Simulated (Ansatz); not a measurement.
## Nudged elastic band run: ClH7Si2

Input file:

```yaml
crystal:
  periodic: [false, false, false]
  atoms:
    - { symbol: Si, position_ang: [0.843239, -0.037423, -0.133488] }
    - { symbol: Cl, position_ang: [1.736569, 0.093559, 1.723433] }
    - { symbol: H, position_ang: [1.889143, 0.127658, -1.173926] }
    - { symbol: H, position_ang: [-0.170464, 1.04039, -0.249947] }
    - { symbol: H, position_ang: [0.1973, -1.367116, -0.257415] }
    - { symbol: Si, position_ang: [-3.373211, 0.028988, 1.358842] }
    - { symbol: H, position_ang: [-3.330306, -0.831023, 0.144446] }
    - { symbol: H, position_ang: [-4.520078, -0.378221, 2.214316] }
    - { symbol: H, position_ang: [-3.535352, 1.450321, 0.949636] }
    - { symbol: H, position_ang: [-2.103241, -0.127132, 2.118402] }
basis:
  gaussian: { orbitals: "6-31G*" }
hamiltonian:
  xc: pbe0
neb:
  order_check: false
  images: 5
  f_tol: 0.05
  max_iterations: 60
  optimiser: fire
  climbing: true
  final_atoms:
    - { symbol: Si, position_ang: [-0.49042396, 0.07387101, -0.57526769] }
    - { symbol: Cl, position_ang: [0.50182158, -0.62810152, 3.60019146] }
    - { symbol: H, position_ang: [0.46448371, 1.06760966, -0.01135692] }
    - { symbol: H, position_ang: [-0.69384548, 0.36781473, -2.02203821] }
    - { symbol: H, position_ang: [0.09054807, -1.29067192, -0.43874685] }
    - { symbol: Si, position_ang: [-2.54123445, 0.19592219, 0.54541913] }
    - { symbol: H, position_ang: [-3.51353306, -0.7955253, 0.00602521] }
    - { symbol: H, position_ang: [-2.36182783, -0.10489506, 2.00175824] }
    - { symbol: H, position_ang: [-3.1350514, 1.55836406, 0.44481015] }
    - { symbol: H, position_ang: [-0.68733818, -0.44438686, 3.14350448] }
  initial_path:
    images:
      - { positions_ang: [[0.843239, -0.037423, -0.133488], [1.736569, 0.093559, 1.723433], [1.889143, 0.127658, -1.173926], [-0.170464, 1.04039, -0.249947], [0.1973, -1.367116, -0.257415], [-3.373211, 0.028988, 1.358842], [-3.330306, -0.831023, 0.144446], [-4.520078, -0.378221, 2.214316], [-3.535352, 1.450321, 0.949636], [-2.103241, -0.127132, 2.118402]] }
      - { positions_ang: [[0.56013577, -0.02582273, -0.0926886], [1.16312145, 0.06733554, 1.97187138], [1.71486208, 0.08386792, -0.95250177], [-0.34704805, 1.08830771, -0.33311812], [-0.10047003, -1.31094201, -0.332501], [-3.04554942, 0.01896494, 1.174224], [-3.28154132, -0.86015855, 0.09384695], [-3.82276492, -0.39555787, 2.20952739], [-3.33750969, 1.41565121, 0.86503282], [-1.86963687, -0.08164516, 2.09060594]] }
      - { positions_ang: [[0.27703254, -0.01422247, -0.05188919], [0.58967391, 0.04111208, 2.22030977], [1.54058115, 0.04007784, -0.73107754], [-0.5236321, 1.13622542, -0.41628923], [-0.39824005, -1.25476801, -0.407587], [-2.71788784, 0.00894188, 0.98960599], [-3.23277665, -0.88929411, 0.04324791], [-3.12545183, -0.41289474, 2.20473877], [-3.13966739, 1.38098141, 0.78042964], [-1.63603275, -0.03615831, 2.06280989]] }
      - { positions_ang: [[-0.00607068, -0.0026222, -0.01108979], [0.01622636, 0.01488862, 2.46874815], [1.36630023, -0.00371223, -0.50965331], [-0.70021615, 1.18414313, -0.49946035], [-0.69601008, -1.19859402, -0.482673], [-2.39022626, -0.00108118, 0.80498799], [-3.18401197, -0.91842966, -0.00735114], [-2.42813875, -0.43023161, 2.19995016], [-2.94182508, 1.34631162, 0.69582645], [-1.40242862, 0.00932853, 2.03501383]] }
      - { positions_ang: [[-0.16752178, 0.02287554, -0.19914909], [0.17809143, -0.19944143, 2.84589592], [1.06569472, 0.35339506, -0.34355451], [-0.6980926, 0.91203367, -1.0069863], [-0.43382403, -1.22928665, -0.46803095], [-2.44056232, 0.06458661, 0.71846504], [-3.29385233, -0.87746154, -0.00289236], [-2.40603511, -0.3217861, 2.13388619], [-3.00623385, 1.41699577, 0.61215435], [-1.16406514, -0.14190993, 2.40451071]] }
      - { positions_ang: [[-0.32897287, 0.04837327, -0.38720839], [0.3399565, -0.41377147, 3.22304369], [0.76508922, 0.71050236, -0.17745572], [-0.69596904, 0.6399242, -1.51451225], [-0.17163798, -1.25997928, -0.4533889], [-2.49089838, 0.1302544, 0.63194209], [-3.40369269, -0.83649342, 0.00156642], [-2.38393147, -0.21334058, 2.06782221], [-3.07064263, 1.48767991, 0.52848225], [-0.92570166, -0.29314839, 2.77400759]] }
      - { positions_ang: [[-0.49042396, 0.07387101, -0.57526769], [0.50182158, -0.62810152, 3.60019146], [0.46448371, 1.06760966, -0.01135692], [-0.69384548, 0.36781473, -2.02203821], [0.09054807, -1.29067192, -0.43874685], [-2.54123445, 0.19592219, 0.54541913], [-3.51353306, -0.7955253, 0.00602521], [-2.36182783, -0.10489506, 2.00175824], [-3.1350514, 1.55836406, 0.44481015], [-0.68733818, -0.44438686, 3.14350448]] }
```

Launched with:

```bash
$ ansatz run input.yaml --threads 1 --pin off --max-ram 2048MiB --backend cpu --events-out ev --progress --plain --runs-dir out
```

Output, in part (warnings, iteration lines, the closing report on the highest movable image, with atoms numbered from 0):

```
NEB end point (image 0): max|allowed force component| = 1.149e-2 eV/Å (the criterion of neb.relax_end_points is 1.000e-2)
NEB end point (image 6): max|allowed force component| = 3.811e-3 eV/Å (the criterion of neb.relax_end_points is 1.000e-2)
NEB iter   1: max|band force component| = 6.079e0 eV/Å  barrier→ = 5.5737 eV  barrier← = 4.7114 eV  Δτ_max = 0.0897 Å  (162 SCF iters)
NEB iter   2: max|band force component| = 2.455e0 eV/Å  barrier→ = 5.1268 eV  barrier← = 4.2644 eV  Δτ_max = 0.1114 Å  (129 SCF iters)
NEB iter   3: max|band force component| = 2.845e0 eV/Å  barrier→ = 4.6783 eV  barrier← = 3.8159 eV  Δτ_max = 0.0124 Å  (129 SCF iters)
NEB iter   4: max|band force component| = 2.395e0 eV/Å  barrier→ = 4.6384 eV  barrier← = 3.7760 eV  Δτ_max = 0.0229 Å  (106 SCF iters)
NEB iter   5: max|band force component| = 1.923e0 eV/Å  barrier→ = 4.5658 eV  barrier← = 3.7034 eV  Δτ_max = 0.0303 Å  (118 SCF iters)
NEB iter   6: max|band force component| = 1.333e0 eV/Å  barrier→ = 4.4706 eV  barrier← = 3.6082 eV  Δτ_max = 0.0342 Å  (121 SCF iters)
NEB iter   7: max|band force component| = 1.342e0 eV/Å  barrier→ = 4.3615 eV  barrier← = 3.4991 eV  Δτ_max = 0.0056 Å  (122 SCF iters)
NEB iter   8: max|band force component| = 1.321e0 eV/Å  barrier→ = 4.3397 eV  barrier← = 3.4773 eV  Δτ_max = 0.0111 Å  (105 SCF iters)
NEB iter   9: max|band force component| = 1.281e0 eV/Å  barrier→ = 4.2973 eV  barrier← = 3.4349 eV  Δτ_max = 0.0165 Å  (107 SCF iters)
NEB iter  10: max|band force component| = 1.225e0 eV/Å  barrier→ = 4.2367 eV  barrier← = 3.3743 eV  Δτ_max = 0.0215 Å  (107 SCF iters)
NEB iter  11: max|band force component| = 1.156e0 eV/Å  barrier→ = 4.1607 eV  barrier← = 3.2984 eV  Δτ_max = 0.0262 Å  (110 SCF iters)
NEB iter  12: max|band force component| = 1.077e0 eV/Å  barrier→ = 4.0730 eV  barrier← = 3.2106 eV  Δτ_max = 0.0303 Å  (115 SCF iters)
NEB iter  13: max|band force component| = 9.880e-1 eV/Å  barrier→ = 3.9770 eV  barrier← = 3.1146 eV  Δτ_max = 0.0375 Å  (116 SCF iters)
NEB iter  14: max|band force component| = 8.789e-1 eV/Å  barrier→ = 3.8651 eV  barrier← = 3.0027 eV  Δτ_max = 0.0454 Å  (118 SCF iters)
NEB iter  15: max|band force component| = 8.478e-1 eV/Å  barrier→ = 3.7395 eV  barrier← = 2.8771 eV  Δτ_max = 0.0534 Å  (118 SCF iters)
NEB iter  16: max|band force component| = 8.018e-1 eV/Å  barrier→ = 3.6039 eV  barrier← = 2.7416 eV  Δτ_max = 0.0611 Å  (118 SCF iters)
NEB iter  17: max|band force component| = 6.915e-1 eV/Å  barrier→ = 3.4653 eV  barrier← = 2.6030 eV  Δτ_max = 0.0778 Å  (118 SCF iters)
NEB iter  18: max|band force component| = 6.074e-1 eV/Å  barrier→ = 3.3338 eV  barrier← = 2.4714 eV  Δτ_max = 0.0076 Å  (127 SCF iters)
NEB iter  19: max|band force component| = 5.993e-1 eV/Å  barrier→ = 3.3207 eV  barrier← = 2.4583 eV  Δτ_max = 0.0150 Å  (105 SCF iters)
NEB iter  20: max|band force component| = 5.848e-1 eV/Å  barrier→ = 3.2963 eV  barrier← = 2.4339 eV  Δτ_max = 0.0223 Å  (105 SCF iters)
NEB iter  21: max|band force component| = 5.669e-1 eV/Å  barrier→ = 3.2625 eV  barrier← = 2.4001 eV  Δτ_max = 0.0293 Å  (111 SCF iters)
NEB iter  22: max|band force component| = 5.482e-1 eV/Å  barrier→ = 3.2208 eV  barrier← = 2.3584 eV  Δτ_max = 0.0357 Å  (110 SCF iters)
NEB iter  23: max|band force component| = 5.295e-1 eV/Å  barrier→ = 3.1730 eV  barrier← = 2.3106 eV  Δτ_max = 0.0414 Å  (109 SCF iters)
NEB iter  24: max|band force component| = 5.073e-1 eV/Å  barrier→ = 3.1222 eV  barrier← = 2.2598 eV  Δτ_max = 0.0517 Å  (113 SCF iters)
NEB iter  25: max|band force component| = 4.129e-1 eV/Å  barrier→ = 3.0675 eV  barrier← = 2.2051 eV  CI = image 3  Δτ_max = 0.0618 Å  (113 SCF iters)
NEB iter  26: max|band force component| = 3.562e-1 eV/Å  barrier→ = 3.0156 eV  barrier← = 2.1532 eV  CI = image 3  Δτ_max = 0.0714 Å  (113 SCF iters)
NEB iter  27: max|band force component| = 3.361e-1 eV/Å  barrier→ = 2.9783 eV  barrier← = 2.1159 eV  CI = image 3  Δτ_max = 0.0080 Å  (112 SCF iters)
NEB iter  28: max|band force component| = 3.273e-1 eV/Å  barrier→ = 2.9758 eV  barrier← = 2.1134 eV  CI = image 3  Δτ_max = 0.0157 Å  (100 SCF iters)
NEB iter  29: max|band force component| = 3.224e-1 eV/Å  barrier→ = 2.9713 eV  barrier← = 2.1089 eV  CI = image 3  Δτ_max = 0.0233 Å  (100 SCF iters)
NEB iter  30: max|band force component| = 3.001e-1 eV/Å  barrier→ = 2.9651 eV  barrier← = 2.1028 eV  CI = image 3  Δτ_max = 0.0306 Å  (106 SCF iters)
NEB iter  31: max|band force component| = 3.092e-1 eV/Å  barrier→ = 2.9571 eV  barrier← = 2.0948 eV  CI = image 3  Δτ_max = 0.0374 Å  (111 SCF iters)
NEB iter  32: max|band force component| = 3.024e-1 eV/Å  barrier→ = 2.9480 eV  barrier← = 2.0856 eV  CI = image 3  Δτ_max = 0.0434 Å  (113 SCF iters)
NEB iter  33: max|band force component| = 2.673e-1 eV/Å  barrier→ = 2.9395 eV  barrier← = 2.0771 eV  CI = image 3  Δτ_max = 0.0532 Å  (113 SCF iters)
NEB iter  34: max|band force component| = 2.202e-1 eV/Å  barrier→ = 2.9330 eV  barrier← = 2.0707 eV  CI = image 3  Δτ_max = 0.0622 Å  (113 SCF iters)
NEB iter  35: max|band force component| = 1.953e-1 eV/Å  barrier→ = 2.9307 eV  barrier← = 2.0683 eV  CI = image 3  Δτ_max = 0.0049 Å  (117 SCF iters)
NEB iter  36: max|band force component| = 1.694e-1 eV/Å  barrier→ = 2.9310 eV  barrier← = 2.0687 eV  CI = image 3  Δτ_max = 0.0084 Å  (97 SCF iters)
NEB iter  37: max|band force component| = 1.940e-1 eV/Å  barrier→ = 2.9313 eV  barrier← = 2.0689 eV  CI = image 3  Δτ_max = 0.0124 Å  (102 SCF iters)
NEB iter  38: max|band force component| = 1.191e-1 eV/Å  barrier→ = 2.9305 eV  barrier← = 2.0682 eV  CI = image 3  Δτ_max = 0.0153 Å  (100 SCF iters)
NEB iter  39: max|band force component| = 1.327e-1 eV/Å  barrier→ = 2.9284 eV  barrier← = 2.0661 eV  CI = image 3  Δτ_max = 0.0173 Å  (102 SCF iters)
NEB iter  40: max|band force component| = 9.739e-2 eV/Å  barrier→ = 2.9257 eV  barrier← = 2.0633 eV  CI = image 3  Δτ_max = 0.0027 Å  (105 SCF iters)
NEB iter  41: max|band force component| = 8.944e-2 eV/Å  barrier→ = 2.9258 eV  barrier← = 2.0635 eV  CI = image 3  Δτ_max = 0.0051 Å  (92 SCF iters)
NEB iter  42: max|band force component| = 8.234e-2 eV/Å  barrier→ = 2.9262 eV  barrier← = 2.0638 eV  CI = image 3  Δτ_max = 0.0073 Å  (98 SCF iters)
NEB iter  43: max|band force component| = 8.043e-2 eV/Å  barrier→ = 2.9264 eV  barrier← = 2.0641 eV  CI = image 3  Δτ_max = 0.0098 Å  (101 SCF iters)
NEB iter  44: max|band force component| = 7.491e-2 eV/Å  barrier→ = 2.9263 eV  barrier← = 2.0639 eV  CI = image 3  Δτ_max = 0.0122 Å  (102 SCF iters)
NEB iter  45: max|band force component| = 7.611e-2 eV/Å  barrier→ = 2.9253 eV  barrier← = 2.0629 eV  CI = image 3  Δτ_max = 0.0022 Å  (100 SCF iters)
NEB iter  46: max|band force component| = 6.754e-2 eV/Å  barrier→ = 2.9249 eV  barrier← = 2.0625 eV  CI = image 3  Δτ_max = 0.0043 Å  (89 SCF iters)
NEB iter  47: max|band force component| = 6.989e-2 eV/Å  barrier→ = 2.9243 eV  barrier← = 2.0619 eV  CI = image 3  Δτ_max = 0.0065 Å  (93 SCF iters)
NEB iter  48: max|band force component| = 6.676e-2 eV/Å  barrier→ = 2.9237 eV  barrier← = 2.0614 eV  CI = image 3  Δτ_max = 0.0085 Å  (98 SCF iters)
NEB iter  49: max|band force component| = 6.628e-2 eV/Å  barrier→ = 2.9233 eV  barrier← = 2.0609 eV  CI = image 3  Δτ_max = 0.0102 Å  (98 SCF iters)
NEB iter  50: max|band force component| = 7.154e-2 eV/Å  barrier→ = 2.9228 eV  barrier← = 2.0604 eV  CI = image 3  Δτ_max = 0.0019 Å  (98 SCF iters)
NEB iter  51: max|band force component| = 6.919e-2 eV/Å  barrier→ = 2.9226 eV  barrier← = 2.0602 eV  CI = image 3  Δτ_max = 0.0038 Å  (87 SCF iters)
NEB iter  52: max|band force component| = 6.694e-2 eV/Å  barrier→ = 2.9221 eV  barrier← = 2.0597 eV  CI = image 3  Δτ_max = 0.0056 Å  (95 SCF iters)
NEB iter  53: max|band force component| = 6.585e-2 eV/Å  barrier→ = 2.9214 eV  barrier← = 2.0590 eV  CI = image 3  Δτ_max = 0.0074 Å  (97 SCF iters)
NEB iter  54: max|band force component| = 6.329e-2 eV/Å  barrier→ = 2.9206 eV  barrier← = 2.0582 eV  CI = image 3  Δτ_max = 0.0092 Å  (100 SCF iters)
NEB iter  55: max|band force component| = 5.805e-2 eV/Å  barrier→ = 2.9197 eV  barrier← = 2.0573 eV  CI = image 3  Δτ_max = 0.0108 Å  (100 SCF iters)
NEB iter  56: max|band force component| = 5.354e-2 eV/Å  barrier→ = 2.9188 eV  barrier← = 2.0564 eV  CI = image 3  Δτ_max = 0.0135 Å  (98 SCF iters)
NEB iter  57: max|band force component| = 4.940e-2 eV/Å  barrier→ = 2.9176 eV  barrier← = 2.0552 eV  CI = image 3  Δτ_max = 0.0000 Å  (215 SCF iters)
Total energy: -28376.98158777 eV, -1042.8348387417 hartree
Atom 0 at    -0.190155    -0.036028    -0.072291 Å, force    -0.016231    -0.006484     0.008768 eV/Å
Atom 1 at     0.398520     0.088252     2.642697 Å, force     0.034370     0.008605     0.042909 eV/Å
Atom 2 at     1.282913     0.030912    -0.002583 Å, force    -0.025822     0.020789    -0.008082 eV/Å
Atom 3 at    -0.699451     1.161888    -0.794789 Å, force    -0.013574    -0.029433    -0.040359 eV/Å
Atom 4 at    -0.583561    -1.298548    -0.748726 Å, force     0.023462    -0.022055     0.008504 eV/Å
Atom 5 at    -2.584869     0.010355     1.023813 Å, force    -0.000817     0.006777    -0.007121 eV/Å
Atom 6 at    -3.109719    -0.869365    -0.052585 Å, force    -0.005721     0.031726    -0.025251 eV/Å
Atom 7 at    -2.986604    -0.487805     2.361646 Å, force     0.006713    -0.022625    -0.023566 eV/Å
Atom 8 at    -2.979715     1.424019     0.816505 Å, force     0.012791     0.013424     0.032562 eV/Å
Atom 9 at    -0.913761    -0.023678     1.520611 Å, force    -0.015171    -0.000726     0.011636 eV/Å
Dipole moment:    -0.635376    -0.049427    -0.794874 e Å
```

The forces met the threshold. Neighbouring images differ by up to 2.2 eV, so the band resolves the path poorly. The order of the stationary point at the top wasn't checked. The orbitals stay closed-shell, which can raise the energy where a bond breaks towards radicals; this wasn't checked here.

Final band (atoms are numbered from 1 in the order of the input):

| image | path coordinate (Å) | energy (kJ/mol) | Si1–Cl2 (Å) | Si6–H10 (Å) | Si1–Si6 (Å) |
| --- | --- | --- | --- | --- | --- |
| 0 | 0.00 | 0.0 | 2.06 | 1.49 | 4.47 |
| 1 | 1.25 | 5.0 | 2.07 | 1.48 | 3.83 |
| 2 | 2.49 | 71.2 | 2.13 | 1.47 | 3.22 |
| 3 | 3.71 | 281.5 | 2.78 | 1.74 | 2.63 |
| 4 | 4.96 | 123.8 | 3.52 | 2.42 | 2.38 |
| 5 | 6.20 | 88.8 | 3.96 | 2.82 | 2.35 |
| 6 | 7.44 | 83.2 | 4.35 | 3.26 | 2.34 |

Run time: 15 min on 1 thread of Arm Neoverse V1 (shared host), peak memory 0.14 GiB.
